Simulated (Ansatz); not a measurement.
Rock-salt BaTe was calculated with PBEsol+SOC (plane waves, PAW; Ansatz, an electronic-structure program).

Input file:

Ansatz 0.2 input:
```yaml
crystal:
  lattice:
    - [0.0, 3.4469916967, 3.4469916967]
    - [3.4469916967, 0.0, 3.4469916967]
    - [3.4469916967, 3.4469916967, 0.0]
  atoms:
    - { symbol: Ba, position: [0.0, 0.0, 0.0] }
    - { symbol: Te, position: [0.5, 0.5, 0.5] }
basis:
  ecutwfc: 520
  ecutrho_ratio: 4
  xc_grid: 2
kpoints:
  mp_grid: { grid: [8, 8, 8] }
hamiltonian:
  xc: pbesol
  dispersion: none
  pseudopotentials: { kind: paw }
scf:
  occupations: { method: fermi_dirac, width: 0.01 }
  convergence: { dr2_threshold: 0.0000000002 }
output:
  forces: true
  stress: true
  eigenvalues: true
magnetization:
  noncollinear: true
  spin_orbit: true
```

How many irreducible k-points, plane waves at Γ does the program set up, and what pressure does the run end with?

29 irreducible k-points, 2229 plane waves at Γ; P = 0.68 GPa, so the cell is compressed on average and its volume would grow at this level.

The run printed, among other lines:

```
Crystal: 2 atoms, lattice volume = 81.913 Å³
Basis set: ecut = 520 eV, 2229 PW (Γ), exchange–correlation on 80×80×80 points (8 copies of the dense FFT grid, shifted against one another)
Bands: 34, of which v1, the nominal top of the filled ones, is band 26 counted from 1 (25 counted from 0)
Symmetry: 48 space group operations + 48 with time reversal
k-points: 29 of 512
Initial density: superposition of atomic densities (chi_scale 0.1, normalization cell, long waves kept (reshape's long-wave potential 0.00 eV rms))
Functional: x = pbesol(κ = 0.804, μ = 0.12345679012345678), c = pbesol(β = 0.046)
SCF 1 converged in 8 iterations: F = -12775.024924 eV  dr2 = 3.63e-11
SCF converged after 8 iterations
Free energy (F): -12775.024924 eV
Internal energy: -12775.024924 eV  (E = F + TS)
E sigma→0 (E₀):  -12775.024924 eV
Fermi energy:    7.588603 eV
--- Stress (GPa, compression-positive) ---
        0.676944       0.000000       0.000000
        0.000000       0.676944       0.000000
        0.000000      -0.000000       0.676944
  P = ⅓ Tr σ = 0.6769 GPa (6.769 kbar)
```

The cell is one volume of an energy–volume scan, off the minimum.

The PAW data were made under PBE.
